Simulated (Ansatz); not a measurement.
# B2H2+ (doublet): the correlation ladder, cc-pVTZ

The task here is to estimate one member of a computed series from the others.

Program: Ansatz 0.2.0, Gaussian basis. Level of theory: cc-pVTZ, core rule «outside noble gas», up to 2 orbitals frozen. These are calculated values, not measurements.

Plan: UHF; CCSD(T) on ROHF; CCSD(T) on UHF; BCCD(T) on ROHF; CCSDT(Q) on ROHF; CCSDT(Q) on UHF; CASSCF and MRCISD+Q, 7 electrons in 10 orbitals; CASSCF and MRCISD+Q(relaxed), 7 electrons in 10 orbitals; CASSCF and NEVPT2, 7 electrons in 10 orbitals.

7 further runs of the same task are left out: 3 for a known fault of the program, 4 set aside as unsound or not needed.

## The geometry

The geometry is a PBE0/def2-TZVP stationary point (not a proven minimum) of the parent state, kept for this charge and spin.

4 atoms, charge 1, spin multiplicity 2.

Atoms are counted from 1 here; the program's logs count them from 0.

Bond lengths: B1–B2 1.585 Å, B1–H3 1.197 Å, B1–H4 1.197 Å. Angles: B2–B1–H3 118.9°, B2–B1–H4 118.9°, H3–B1–H4 122.2°.

Set-up of the first run:

in.yaml reads:

```yaml
crystal:
  periodic: [false, false, false]
  atoms:
    - {symbol: B, position_ang: [0.000000, 0.000000, 0.675628]}
    - {symbol: B, position_ang: [0.000000, 0.000000, -0.909454]}
    - {symbol: H, position_ang: [0.000000, 1.047868, 1.253990]}
    - {symbol: H, position_ang: [0.000000, -1.047868, 1.253990]}
basis:
  gaussian: {orbitals: cc-pVTZ}
total_charge: 1
magnetization: {spin_polarized: true, initial_magnetization: 1}
hamiltonian: {xc: hf}
output: {orbitals: {seedname: orbitals}}
```

Run with:

```bash
$ ansatz run in.yaml --threads 1 --pin off --events-out ev --progress --plain --max-ram 4096MiB --backend cpu
```

Steps of the session up to this table: UHF; CCSD(T) on ROHF; CCSD(T) on UHF; BCCD(T) on ROHF; CCSDT(Q) on ROHF; CCSDT(Q) on UHF; CASSCF and MRCISD+Q, 7 electrons in 10 orbitals; CASSCF and MRCISD+Q(relaxed), 7 electrons in 10 orbitals; CASSCF and NEVPT2, 7 electrons in 10 orbitals.

One of the session's tables, all rows but one given; the rest of the session is left out.

```
                   method  from UCCSDT(Q) (kJ/mol)
                     ROHF                   +427.7
                      UHF                        ?
                     RMP2                    +91.9
                     UMP2                    +90.9
                    RCCSD                    +14.7
                    UCCSD                    +14.5
                 RCCSD(T)                     +2.9
                 UCCSD(T)                     +2.8
                  BCCD(T)                     +2.9
                   RCCSDT                     +0.5
                   UCCSDT                     +0.4
                RCCSDT(Q)                     +0.1
                UCCSDT(Q)                        0
           CASSCF valence                   +229.3
           NEVPT2 valence                    +54.8
           MRCISD valence                    +13.8
         MRCISD+Q valence                     +5.9
MRCISD+Q(relaxed) valence                     -1.2
```

Estimate the missing values for UHF.

As computed: from UCCSDT(Q) (kJ/mol): +423.9. In the column «from UCCSDT(Q) (kJ/mol)» it lies between CASSCF valence (+229.3) and ROHF (+427.7).

To keep in mind: Restricted and unrestricted rows rest on different reference determinants; where their highest levels disagree by more than a few hundredths of an eV, they describe different states and don't form one ladder.
